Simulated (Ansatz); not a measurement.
System: NH₂, charge 0, doublet. NH2 (SMILES [NH2], doublet).
B3LYP-D3(BJ)/def2-TZVP minimum from Ansatz (a first-principles code):
```xyz
3

N      0.0046     0.0019     0.1418
H     -0.0276     0.7996    -0.5065
H     -0.0044    -0.8126    -0.4860
```
Charge 0, spin multiplicity 2.

Hartree-Fock and CCSD(T) correlation energies in hartree (Ansatz). Open shells are spin-unrestricted; no spin-orbit coupling. Cores are frozen in correlated methods. No relativity.

```csv
basis,X,E(HF),"E(corr, CCSD(T))"
cc-pVTZ,3,-55.58579,-0.20780
cc-pVQZ,4,-55.59045,-0.22033
cc-pV5Z,5,-55.59178,withheld
```

### Question
Fit E(corr) = E∞ + A/X³ to X = 3 and 4, predict X = 5, and compare with the run.

### Answer
A = (-0.20780 - (-0.22033))/(1/27 - 1/64) = 0.5852; E∞ = -0.22033 - A/64 = -0.22947; at X = 5, E∞ + A/125 = -0.22479. The run gave -0.22450, 0.29 mEh above the prediction. The same form on X = 4 and 5 gives E∞ = -0.22888, 0.60 mEh above the first estimate.
